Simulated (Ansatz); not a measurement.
Basis-set extrapolation for `OC1(F)COC1` (PBE0-D4/def2-TZVP geometry, frozen core, the Gaussian-basis code of Ansatz). Multiplicity 1, RHF reference.

|  | def2-TZVPP | def2-QZVPP |
| --- | --- | --- |
| HF | -365.784958 | -365.801280 |
| MP2 correlation | -1.210506 | -1.304992 |
| CCSD(T) correlation | -1.282927 | not run |

Energies in hartree. Use E(X) = E(∞) + A·exp(−7.88·√X) for Hartree–Fock and E(X) = E(∞) + B·X^(−2.97) for correlation, with X = 3 and 4, and add CCSD(T) minus MP2 of the smaller set to the MP2 limit.

Task: What is the CCSD(T) energy at the basis-set limit?

Result: HF limit: -365.801280 + (-0.016322) × 0.13774 = -365.80353. MP2 limit: -1.304992 + (-0.094486) × 0.74074 = -1.37498. Higher-order term: -1.282927 − (-1.210506) = -0.07242. Total: -367.25093 hartree, 480.6 kJ/mol below CCSD(T)/def2-TZVPP.
